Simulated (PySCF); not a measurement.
# C4H6F2: the cost of one run

The runs use PySCF 2.14.0, with density-fitted response routines of our own; the level of theory stands in each step. All values are computed, except where a source is named. Atoms count from 0, in the outputs and in this text.

## Step 1: The molecule as given

12 atoms, charge 0, multiplicity 1; geometry from: GFN2-xTB. The atoms were then displaced at random by about 0.01 Å, so the start is not that level's minimum.

Bonds of the start (Å): C0–C1 1.50, C1–C2 1.48, C2–C3 1.36, C3–F4 1.33, C3–F5 1.31, C0–H6 1.09, C0–H7 1.08, C0–H8 1.11, C1–H9 1.08, C1–H10 1.10, C2–H11 1.09.

## Step 2: Relaxing the molecule at PBE0-D3(BJ)/def2-SVP

What the job is given:

```
{"job": {"xc": "PBE0", "basis": "def2-SVP", "d3": "d3bj", "grid": 1, "shake": 0.01, "kind": "geom"}, "charge": 0, "multiplicity": 1}
C     -1.591490     0.049660    -0.263460
C     -0.300510    -0.700060    -0.183660
C      0.694060     0.054490     0.617350
C      1.887930     0.507930     0.143500
F      2.292470     0.336300    -1.108760
F      2.754260     1.194520     0.844570
H     -2.004880     0.255560     0.726090
H     -2.326340    -0.489740    -0.841020
H     -1.463270     1.038390    -0.740320
H      0.092420    -0.879980    -1.173420
H     -0.486540    -1.664180     0.304740
H      0.491580     0.268820     1.665370
```

Command:

```bash
$ OMP_NUM_THREADS=1 python probes_run.py task.json out
```

This one command runs all jobs of the session in turn.

Q: Estimate the wall time and peak memory of this first job on 1 thread of Intel Xeon Platinum 8259CL at 2.50GHz, shared host.

About 49 s, with a peak of 0.47 GiB.
